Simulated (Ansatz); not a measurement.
1T (CdI2-type) HfS2, treated with PBE-D3(BJ) in Ansatz (plane waves, PAW).

Rigid layers of the crystal as relaxed at this level are moved apart or together:

| run | k mesh | layer repeat (Å) | energy against free layers (meV/Å²) | gap on the mesh (eV) |
|---|---|---|---|---|
| 1 | 12×12×6 | 5.54 | -23.17 | 0.584 |
| 2 | 12×12×6 | 5.69 | -24.66 | 0.762 |
| 3 | 12×12×6 | 5.84 | -24.71 | 0.926 |
| 4 | 12×12×6 | 6.04 | -23.45 | 1.050 |
| 5 | 12×12×6 | 6.34 | -20.32 | 1.078 |
| 6 | 12×12×6 | 6.84 | -14.81 | 1.118 |
| 7 | 12×12×6 | 7.84 | -7.41 | 1.161 |
| 8 | 12×12×4 | 9.84 | -2.23 | 1.179 |

The lowest energy of these points lies at a layer repeat of 5.84 Å.

Spin–orbit coupling is not included.

Ansatz is a quantum-chemistry and plane-wave program.
